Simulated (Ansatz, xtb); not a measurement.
C2H3Cl2: where a starting geometry ends

The starting geometry of this gas-phase doublet has its atoms placed at random.

```
atom    x (Å)    y (Å)    z (Å)
   C   0.7419  -0.7017  -0.0157
   C  -1.5531   0.8161   1.4991
  Cl  -1.3758  -1.3942   0.9181
  Cl  -1.2083   1.9035   0.3167
   H  -0.1427  -2.0093   0.9908
   H  -0.1742   0.0898   0.8331
   H   1.5551   0.1890   0.6708
```

One run relaxed it with r2SCAN-D4/def2-SVP. What is a likely outcome?

It ends as `C[C](Cl)Cl`. Contacts that open: Cl3–H5 (1.38 → 2.89 Å). Contacts that close: C1–C2 (3.14 → 1.48 Å), C1–H5 (1.87 → 1.10 Å), C1–H6 (1.48 → 1.11 Å), C1–H7 (1.39 → 1.10 Å), C2–Cl3 (2.29 → 1.73 Å).

The energy falls by 12.22 eV over 39 steps:

```csv
step,E − E(last) (eV)
1,12.222
5,7.886
9,7.486
14,4.968
18,3.884
22,3.806
26,3.310
31,0.077
35,0.035
39,0.000
```

Final geometry (Å):

```xyz
7

C     0.3717   -0.3386    0.6266
C    -0.9964   -0.0335    1.1165
Cl   -2.2773   -1.1095    0.6702
Cl   -1.4408    1.6298    1.3019
H     0.5969   -1.4043    0.7811
H     0.4787   -0.1196   -0.4541
H     1.1102    0.2689    1.1708
```

From the same start GFN2-xTB reaches the same bonding as this run.

From so rough a start the end depends on the optimiser's path, so another program may land elsewhere. No frequencies were run, so the end isn't proven a minimum. Open shells are spin-unrestricted. Run with Ansatz 0.2.0, 3 min on 2 threads of Intel(R) Xeon(R) Platinum 8375C CPU @ 2.90GHz (Ice Lake), with other jobs on the host.
